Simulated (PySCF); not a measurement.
**Magnetic susceptibility: SMILES c1ccccc1, C6H6**

Geometry (Å), atoms numbered from 1 in this order:
```xyz
12

C     0.9625    1.0085   -0.0197
C     1.3549   -0.3300   -0.0145
C     0.3920   -1.3388    0.0028
C    -0.9632   -1.0092    0.0150
C    -1.3557    0.3292    0.0098
C    -0.3928    1.3380   -0.0075
H     1.7168    1.7991   -0.0335
H     2.4168   -0.5880   -0.0241
H     0.6992   -2.3876    0.0069
H    -1.7176   -1.7998    0.0287
H    -2.4176    0.5873    0.0193
H    -0.7000    2.3868   -0.0116
```

Computed, not measured: PySCF, GIAO B3LYP/aug-pcSseg-1 magnetisability, rotational g tensor and spin-rotation constants, non-relativistic, gas phase. Geometry: PBE0-D3(BJ)/def2-SVP.

(1) How diamagnetic is it, and how anisotropic?

(2) Split it along the inertial axes a, b, c into diamagnetic and paramagnetic parts about the centre of mass, with the quadrupole moment.

(3) And the rotational g tensor?

Results:

(1) Isotropic -705 × 10⁻³⁰ J/T², or -42.5 × 10⁻⁶ cm³/mol; principal values -958, -579, -579 × 10⁻³⁰ J/T², anisotropy 379 × 10⁻³⁰ J/T² (root of half the summed squared differences of the principal values). The susceptibility is in cgs units.

(2) 
```csv
axis,χ (10⁻⁶ cm³/mol),diamagnetic (10⁻⁶ cm³/mol),paramagnetic (10⁻⁶ cm³/mol),summed x² of all electrons (Å²),quadrupole Θ (D Å)
a,-34.8,-291.6,256.8,60.3,+3.98
b,-34.8,-291.6,256.8,60.3,+3.98
c,-57.7,-511.9,454.2,8.4,-7.96
```
Anisotropies 2χaa − χbb − χcc = +22.9 and 2χbb − χaa − χcc = +22.9 × 10⁻⁶ cm³/mol. Θ is traceless in Buckingham's convention.

(3) 
```tsv
axis	rotational constant (GHz)	g	nuclear part	electronic part
a	5.6954	-0.0789	0.6082	-0.6871
b	5.6942	-0.0789	0.6081	-0.6870
c	2.8474	+0.0005	0.6082	-0.6076
```
Oblate top; isotopes 12C, 1H; no vibrational averaging.
